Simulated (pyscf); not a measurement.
HO–SiH₃ (SMILES O[SiH3]) + HF (SMILES F) -> F–SiH₃ (SMILES F[SiH3]) + H₂O (SMILES O), a four-centre exchange (singlet surface; O–Si, F–H broken, F–Si, H–O formed). Single points on ωB97X-D3(BJ)/def2-SVP structures (PySCF, gas phase). MP2 and CC: frozen core, UHF for open shells. ΔMP2 is the change of the MP2 total energy from the triple- to the quadruple-zeta basis. Energies in kcal/mol from the separated reactants.

Small-basis levels: PySCF, no dispersion term, spherical d functions. 

Task: In single points HF/STO-3G puts the saddle at 26.4 kcal/mol and the reaction energy at -10.0 kcal/mol. Should these be trusted to within a few kcal/mol? Compare with CCSD(T)/def2-TZVPP + ΔMP2(QZVPP).

Result: CCSD(T)/def2-TZVPP + ΔMP2(QZVPP) gives ΔE‡ = 18.4 kcal/mol and ΔE = -10.3 kcal/mol. HF/STO-3G lies 8.0 kcal/mol over it in the barrier and 0.3 kcal/mol over it in the reaction energy, so on this step it does not hold to within 3.0 kcal/mol. CCSD(T)/def2-TZVPP + ΔMP2(QZVPP) has limits of its own. On the reactant side the descent ends in a complex, 7.6 kcal/mol under the separated species and 22.9 kcal/mol under the saddle at ωB97X-D3(BJ)/def2-TZVP. At ωB97X-D3(BJ) the barrier from the zero used here is 15.3 kcal/mol. One saddle was located; it need not be the lowest between these sides. The CCSD(T) − MP2 part came from Ansatz, without density fitting, on the same reference.
